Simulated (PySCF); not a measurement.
Species: C5H10S.
Numbering: `[CH3:1][C:2]([CH3:3])([CH3:4])[CH:5]=[S:6]` (hydrogens: H7, H8, H9 on C1; H10, H11, H12 on C3; H13, H14, H15 on C4; H16 on C5)

The same species was optimised twice, with GFN2-xTB and with PBE0-D3(BJ)/def2-SVP (PySCF), and the same property calculations (PySCF, gas phase) were run on both structures.

| coordinate | GFN2-xTB | PBE0-D3(BJ)/def2-SVP | change |
| --- | --- | --- | --- |
| C2–C5 (Å) | 1.495 | 1.507 | +0.012 |
| C2–C4 (Å) | 1.526 | 1.523 | -0.003 |
| C5=S6 (Å) | 1.613 | 1.615 | +0.002 |
| C1–C2 (Å) | 1.536 | 1.537 | +0.001 |
| C2–C3 (Å) | 1.537 | 1.538 | +0.001 |
| C2–C5–S6 (°) | 126.4 | 128.2 | +1.8 |
| C4–C2–C5 (°) | 111.8 | 112.8 | +1.0 |
| C1–C2–C5 (°) | 107.8 | 107.0 | -0.8 |
| C3–C2–C5 (°) | 107.3 | 106.8 | -0.5 |
| C1–C2–C4 (°) | 110.3 | 110.4 | +0.1 |
| C3–C2–C4 (°) | 110.3 | 110.3 | 0.0 |
| C1–C2–C3 (°) | 109.3 | 109.3 | 0.0 |
| C1–C2–C5–S6 (°) | 124 | 123 | -1 |

Rotational constants: A = 4498, B = 1817, C = 1802 MHz (GFN2-xTB) against A = 4452, B = 1788, C = 1770 MHz (PBE0-D3(BJ)/def2-SVP).

On the GFN2-xTB structure: HOMO (eV) -6.37 [PBE0/pcSseg-1]; LUMO (eV) -2.03 [PBE0/pcSseg-1]; dipole (D) 2.58 [PBE0/pcSseg-1]; GIAO shielding of C1/C3/C4 (mean) (ppm) 157.7 [PBE0/pcSseg-1]; GIAO shielding of C2 (ppm) 133.7 [PBE0/pcSseg-1]; GIAO shielding of C5 (ppm) -91.7 [PBE0/pcSseg-1]; GIAO shielding of S6 (ppm) -525.4 [PBE0/pcSseg-1].

Task: What do these properties become on the PBE0-D3(BJ)/def2-SVP structure?

Result: 
```tsv
property	level	on GFN2-xTB	on PBE0-D3(BJ)/def2-SVP	change
HOMO (eV)	PBE0/pcSseg-1	-6.37	-6.39	-0.02
LUMO (eV)	PBE0/pcSseg-1	-2.03	-2.04	-0.01
dipole (D)	PBE0/pcSseg-1	2.58	2.58	0.00
energy, GFN2-xTB geometry as zero (kcal/mol)	PBE0/pcSseg-1	0.0	-0.7	-0.7
GIAO shielding of C1/C3/C4 (mean) (ppm)	PBE0/pcSseg-1	157.7	156.0	-1.7
GIAO shielding of C2 (ppm)	PBE0/pcSseg-1	133.7	132.5	-1.2
GIAO shielding of C5 (ppm)	PBE0/pcSseg-1	-91.7	-91.9	-0.2
GIAO shielding of S6 (ppm)	PBE0/pcSseg-1	-525.4	-503.0	+22.4
```

The heavy atoms differ by 0.026 Å rms after alignment. Among bonds between heavy atoms C2–C5 changes most (+0.012 Å). Changes are differences of the printed values. Neither structure is proved a minimum here.

Shape of the structure used: `[CH3:1][C:2]([CH3:3])([CH3:4])[CH:5]=[S:6]`: C1–C2–C5–S6 123°.
